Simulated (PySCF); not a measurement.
## Peak assignment

Atom-mapped SMILES (the numbers label the heavy atoms): `[CH2:1]=[N:2][C:3]([CH3:4])=[O:5]` (H(Xn): hydrogen on atom n). Ha(C1) is cis to C3; Hb(C1) is trans to C3.

- J couplings at B3LYP/pcJ-1 (spin–dipole term only in couplings to heteroatoms)
- PBE0/pcSseg-1 with gauge-including orbitals
- PBE0-D3(BJ)/def2-SVP structure
- program: PySCF 2.14.0 with density-fitted response routines
- no solvent, single conformer, fast rotation and ring inversion assumed for equivalent nuclei, relativity neglected

Referencing at the same level of theory: TMS for ¹³C (184.41 ppm) and ¹H (31.27 ppm).

**Question.** Assign these signals to the numbered atoms. ¹³C{¹H} NMR (computed): δ 189.8 (C), 159.6 (CH2), 25.9 (CH3).

**Answer.** 
| δ (ppm) | atoms | environment | reason |
| --- | --- | --- | --- |
| 189.8 | C3 | amide carbonyl carbon | it is a carbonyl in resonance with an O or N lone pair, the region of acids, esters and amides |
| 159.6 | C1 | C=N carbon | – |
| 25.9 | C4 | methyl carbon α to a carbonyl | the adjacent C=O deshields it moderately |

**Question.** Assign these signals to the numbered atoms. ¹H NMR (600 MHz, computed): δ 7.65 (d, J = 19.7 Hz, 1H), 7.15 (d, J = 19.7 Hz, 1H), 2.16 (s, 3H).

**Answer.** 
| δ (ppm) | atoms | environment | reason |
| --- | --- | --- | --- |
| 7.65 | Ha(C1) | hydrogen on a C=N carbon | – |
| 7.15 | Hb(C1) | hydrogen on a C=N carbon | – |
| 2.16 | H(C4) | hydrogen on a methyl carbon α to a carbonyl | α to C=O |

Multiplet labels drop couplings under 1 Hz and merge nearly equal ones. Shifts are as computed. Against solution values, carbons near 30 ppm lie about +2 ppm off and those near 130 ppm about +5 ppm. Of 1211 compounds with measured shifts, 218 miss one by over three times the rms of a fit or turn the order of signals round; such compounds aren't used in these exercises.
